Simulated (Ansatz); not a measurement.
**[Cl···H···CN], doublet in cc-pVDZ: errors against UCCSDT(Q)**

Geometry: a point of a hydrogen-transfer path between rigid fragments, not a stationary point.

```xyz
4

Cl    0.0000    0.0000   -2.0135
H     0.0000    0.0000   -0.5795
N     0.0000    0.0000    1.8766
C     0.0000    0.0000    0.7165
```

Basis cc-pVDZ; Ansatz 0.2.0. Correlated methods freeze the noble-gas cores, which leaves 17 electrons in 44 orbitals. R marks a restricted (for open shells ROHF) determinant, U an unrestricted one. Active spaces: pair = (3e, 3o) about the gap.

Full CI isn't at hand for all of this; UCCSDT(Q) serves as the reference, and is uncertain by about the last step of the cluster series. The frozen core follows each run's orbitals, which can shift R against U totals by a few meV.

Unrestricted rows (U) aren't spin-pure: their determinants' ⟨S²⟩ exceeds S(S+1) by up to 0.26, so they mix in states of higher spin. For open shells CISD is restricted-active-space CI with the open shells as a complete middle space.

The UHF ⟨S²⟩ is 1.009. The T1 diagnostic (RCCSD) is 0.0307. The largest doubles amplitude (RCCSD) is 0.094 and the T1 diagnostic (UCCSD) is 0.0463.

| level | E − E(RHF) (eV) |
| --- | --- |
| UHF | -0.4200 |
| RMP2 | -11.7936 |
| UMP2 | -11.2253 |
| RCCSD | -12.3923 |
| UCCSD | -12.3943 |
| RCCSD(T) | -12.8644 |
| UCCSD(T) | -12.8366 |

(1) Estimate how far UCCSDT(Q) in cc-pVDZ lies from RCCSD(T). The table doesn't fix it; the size of (T) and the diagnostics are the guide.

(1) UCCSDT(Q) in cc-pVDZ lies 74 meV below RCCSD(T), which is 16 % of the (T) step (-472 meV). T1 is raised, but (T) still catches most of what CCSD lacks. The miss exceeds 1 kcal/mol.

The other levels:

```tsv
level	E − E(UCCSDT(Q)) (meV)	share of correlation (%)	wall time
CISD	2058	84.10	14 s
BCCD(T)	76	99.42	13 s
RCCSDT	57	99.56	–
UCCSDT	58	99.55	–
RCCSDT(Q)	2	99.98	29 s (H100)
CASSCF (pair space)	12139	6.18	–
NEVPT2 (pair space)	1142	91.18	10 s
MRCISD (pair space)	1837	85.81	–
MRCISD+Q (pair space)	389	96.99	19 s (H100)
```

The correlation energy at UCCSDT(Q), counted from RHF, is -12.938 eV. That run took 29 s on 2 threads of AMD EPYC 7R13 with a shared H100 80 GB, shared host.

Times hold each run's SCF and search for its determinant on a shared host, so for small cases they say little of a method's own cost; rows without a card ran on 1 thread of AMD EPYC 7R13.
